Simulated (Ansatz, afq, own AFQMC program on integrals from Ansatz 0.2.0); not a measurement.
# BNH$_{2}$, singlet: AFQMC among the cluster methods

| atom | x (Å) | y (Å) | z (Å) |
| --- | --- | --- | --- |
| B | 0.0000 | 0.0000 | 0.9457 |
| N | 0.0000 | 0.0000 | -0.5693 |
| H | 0.0000 | 0.8509 | -1.1158 |
| H | 0.0000 | -0.8509 | -1.1158 |

Connectivity, by distances: B–NH2.

Basis cc-pVDZ. Only valence electrons are correlated. AFQMC by an in-house program on the Cholesky factors that Ansatz 0.2.0 writes for its CCSD(T) run. The CISD trial takes its coefficients from CCSD amplitudes. Released means that phaseless walkers are propagated on without the constraint, phases kept. Free AFQMC starts from the CCSD state and is never constrained. Its projection time is finite, and what remains of the start isn't in its error. Error bars are statistical, one sigma.

Determinant: UHF, the one that the program's search chose, which needn't be the lowest solution. The geometry is a point of a scan.

No full CI on the walks' own integrals is used here; CCSDT(Q) serves as the reference and is uncertain by about the last step of the cluster series.

Cautions: an unrestricted solution with more broken spin lies lower (56 meV, ⟨S²⟩ 0.28), while this determinant keeps restricted orbitals.

* T1 diagnostic: 0.0181
* weight of the determinant in the CISD state: 0.875
* ⟨S²⟩ of the determinant: 0.000
* size of the correlated space: 10 electrons in 36 orbitals

```json
{"level": "MP2", "correlation energy (eV)": "-6.3922"}
{"level": "CCSD", "correlation energy (eV)": "-7.1580"}
{"level": "CCSD(T)", "correlation energy (eV)": "-7.3732"}
```

Estimate where free-projection AFQMC lies against CCSD(T) on the same integrals.

1.05 ± 0.58 mEh below CCSD(T). The gap is under twice the noise, so this walk alone can't tell the two apart.

Reference: CCSDT(Q), correlation energy -7.413 eV. The released energy is read at 2.40 1/Eh (meV from the phaseless value at times in 1/Eh: 5 ± 14 at 0.24, 5 ± 12 at 0.51, 13 ± 13 at 0.99, -2 ± 22 at 1.62, -32 ± 24 at 2.40).

| level | E − E(reference) (mEh) | share of correlation (%) |
| --- | --- | --- |
| CCSD(T) | 1.46 | 99.47 |
| CCSDT | 0.72 | 99.74 |
| ph-AFQMC/CISD | -0.47 ± 0.51 | 100.17 |
| released AFQMC | -1.63 ± 0.88 | 100.60 |
| free AFQMC | 0.41 ± 0.58 | 99.85 |

Free projections are given only where their last times agree within the noise and don't stop above the reference; a slow remainder of the start can still hide under it. A walk keeps the symmetry of its determinant, which the program's search chose and which needn't be the lowest solution, so a lower state of the same spin and another symmetry isn't excluded. Released energies are given only where the last usable release times agree within the noise; a slower fall can still hide under it.
